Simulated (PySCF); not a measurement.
**EPR parameters of [C4H8O]+**

Species: C₄H₈O (charge +1 and doublet state).
Z-matrix (Å and degrees, GFN2-xTB geometry), rows numbered from 1:
```
C 
C   1  1.4499
C   2  1.3699  1  124.30
C   3  1.4660  2  123.75  1   179.39
O   4  1.3738  3  114.13  2    -0.95
H   1  1.0967  2  110.24  3  -128.78
H   1  1.0866  2  113.63  3    -3.75
H   1  1.0985  2  109.55  3   119.52
H   2  1.0845  1  117.93  3  -179.79
H   3  1.0826  2  120.39  1    -0.80
H   4  1.1137  3  108.20  2  -126.41
H   4  1.1144  3  107.94  2   124.17
H   5  0.9670  4  112.53  3  -179.42
```

The hyperfine couplings belong to this conformer and change with its torsions.

Identity: `C[CH+][CH]CO` [radical] (charge +1).

Theory: PySCF, UKS B3LYP, pcH-1 on C H O, non-relativistic, mean-field spin-orbit, GIAO. One conformer (not necessarily the lowest) at the GFN2-xTB geometry, without solvent, vibrations or thermal averaging. Couplings are sensitive to structure, and on GFN2-xTB geometries they can be far from those on DFT ones, by a factor of two or more for some ions and for spin on atoms past the first row. No stability test was run, so a lower SCF solution isn't excluded.

```
g1, g2, g3        : 2.00217, 2.00368, 2.00396
g_iso             : 2.00327
Form of g         : rhombic: the two nearest values differ by 16 % of g3 − g1
⟨S²⟩              : 0.7520 (exact 0.7500)
α and β electrons : 20, 19
Total energy      : -232.13694 Eh
Basis functions   : 205
```

Isotropic coupling and dipolar principal values T1 to T3, in MHz; ρ(0) is the spin density at the nucleus:

| atom | isotope | a_iso | T1 | T2 | T3 | Mulliken spin population | ρ(0) (bohr⁻³) |
| --- | --- | --- | --- | --- | --- | --- | --- |
| C1 | 13C | -16.0 | -5.6 | -3.0 | 8.6 | -0.01 | -0.0142 |
| C2 | 13C | 17.9 | -32.8 | -30.0 | 62.8 | 0.39 | 0.0159 |
| C3 | 13C | 13.9 | -30.6 | -27.7 | 58.3 | 0.34 | 0.0123 |
| C4 | 13C | -28.2 | -7.1 | -5.5 | 12.6 | -0.03 | -0.0250 |
| O5 | 17O | -6.7 | -28.3 | 13.4 | 14.9 | 0.09 | 0.0110 |
| H6 | 1H | 105.6 | -5.2 | -3.2 | 8.5 | 0.04 | 0.0236 |
| H7 | 1H | -0.9 | -3.2 | -1.5 | 4.7 | 0.00 | -0.0002 |
| H8 | 1H | 129.8 | -5.5 | -3.2 | 8.7 | 0.05 | 0.0290 |
| H9 | 1H | -25.5 | -13.9 | -4.2 | 18.1 | -0.02 | -0.0057 |
| H10 | 1H | -22.4 | -13.4 | -4.5 | 17.9 | -0.01 | -0.0050 |
| H11 | 1H | 210.9 | -6.7 | -4.7 | 11.4 | 0.08 | 0.0472 |
| H12 | 1H | 219.3 | -6.8 | -4.5 | 11.3 | 0.08 | 0.0491 |
| H13 | 1H | -7.3 | -6.4 | -4.1 | 10.5 | 0.00 | -0.0016 |

Largest spin populations (Mulliken): C2 (+0.39), C3 (+0.34), O5 (+0.09) and H12 (+0.08).

C3, the radical centre as drawn in `C[CH+][CH]CO`, holds a spin population of +0.34 out of 1.

Axes: g3 points within 5° of the C2–C3 bond.

Under fast tumbling the dipolar parts average out, and these isotropic splittings remain: 2 × 1H (H11/H12, I = 1/2, 3 lines) with 7.67 mT, 3 × 1H (H6/H7/H8, I = 1/2, 4 lines) with 2.79 mT, 1 × 1H (H9, I = 1/2, 2 lines) with 0.91 mT, 1 × 1H (H10, I = 1/2, 2 lines) with 0.80 mT and 1 × 1H (H13, I = 1/2, 2 lines) with 0.26 mT.

Nuclei that the bonding pattern makes equivalent are averaged, as if the motion that swaps them (rotation, inversion, ring flip) were fast. The three 1H nuclei of mean +78.2 MHz run from -0.9 to 129.8 MHz in the frozen geometry.

The 17O coupling of O5 (-6.7 MHz) shows only in satellite lines or after enrichment, since that isotope makes up about 0.038 % of natural oxygen.

The 13C coupling of C4 (-28.2 MHz) shows only in satellite lines or after enrichment, since that isotope makes up about 1.07 % of natural carbon.

The spin density at the nucleus, in bohr⁻³, is negative for C4 (-0.0250), C1 (-0.0142) and H9 (-0.0057), for instance. A restricted open-shell determinant has no negative spin density anywhere; here it arises because α and β orbitals differ (spin polarisation).

Hardware: one thread of an Arm Neoverse V2, shared host. Cost: 39 s (grids of density and orbitals included), 0.79 GiB resident at most.
